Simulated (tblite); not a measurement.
Compound: C4H9S (doublet state).
Atom-mapped SMILES: `[CH2:1][C@@H:2]([SH:3])[CH2:4][CH3:5]` (hydrogens: H6, H7 on C1; H8 on C2; H9 on S3; H10, H11 on C4; H12, H13, H14 on C5)

Geometry (GFN2-xTB, Å), atoms numbered from 1 in this order:
```xyz
14
C4H9S angstrom
C      0.6273   -0.6638   -1.3885
C      0.7098   -0.4357    0.0177
S      2.5061    0.2713    0.3360
C     -0.2812    0.5522    0.6056
C     -1.6878   -0.0394    0.6105
H      0.3048    0.1247   -2.0448
H      1.0841   -1.5286   -1.8306
H      0.7744   -1.3510    0.6068
H      2.3324    1.3569   -0.4126
H      0.0143    0.8012    1.6264
H     -0.2718    1.4714    0.0146
H     -1.7208   -0.9407    1.2184
H     -2.3965    0.6767    1.0189
H     -1.9957   -0.2955   -0.4007
```

Computed with GFN2-xTB (tblite): harmonic, unscaled wavenumbers at the GFN2-xTB geometry, gas phase. Against measured fundamentals such values can be off by several per cent, at times by over 20. Modes of hydrogen on sulfur can be 10 to 20 % off. One conformer, not necessarily the lowest. Open shells enter through the occupations alone, without spin polarisation, and single modes of such species can be off by tens of per cent.

Harmonic wavenumbers (cm⁻¹): 97.8, 190.5, 202.5, 228.0, 255.3, 282.7, 349.2, 416.5, 513.0, 656.5, 752.9, 822.9, 872.7, 965.7, 1044.9, 1083.5, 1116.3, 1169.6, 1202.3, 1245.8, 1308.4, 1349.1, 1410.7, 1417.6, 1485.7, 1496.6, 1502.6, 2450.3, 2964.7, 2974.8, 2989.6, 3035.9, 3038.8, 3042.5, 3118.0, 3163.9.

A = 7134, B = 2256, C = 1863 MHz; mass 89.042 u (most abundant isotopes); point group C1, symmetry number 1; spin multiplicity 2.

**Question.** What is the zero-point energy?

**Answer.** ½Σν̃ = 25109 cm⁻¹ = 300.37 kJ/mol.

**Question.** Entropy at 298.15 K, 1 bar (ideal gas, RRHO, classical rotation)?

**Answer.** Translation 164.84, rotation 112.02, vibration 71.73, spin (R ln 2) 5.76: S = 354.4 J/(mol K).

**Question.** And Cp and H(298.15 K) − H(0)?

**Answer.** Cp = 119.22 J/(mol K), of which vibrations give 85.96 (their classical limit is 36 R = 299.3); H(298.15 K) − H(0) = 22.41 kJ/mol without the zero-point energy, 12.50 from vibrations.

**Question.** What must be added to the electronic energy to get the Gibbs energy at 298.15 K and 1 bar?

**Answer.** ZPE + [H(298.15 K) − H(0)] − T·S = 300.37 + 22.41 − 105.65 = 217.13 kJ/mol.

**Question.** Blend soft modes into free rotors: weight 1/[1 + (100 cm⁻¹/ν̃)⁴] for the oscillator and the rest for a rotor with moment μB/(μ + B), μ = h/(8π²ν), B = 10⁻⁴⁴ kg m². What vibrational entropy results?

**Answer.** 70.47 J/(mol K) in place of 71.73, which changes −T·S at 298.15 K by +0.38 kJ/mol.

Hindered rotation and anharmonicity are outside this model. Other conformers, if any are populated, would add a mixing term that is left out. The structure is chiral; the term R ln 2 for an equal mix with its mirror image is left out.
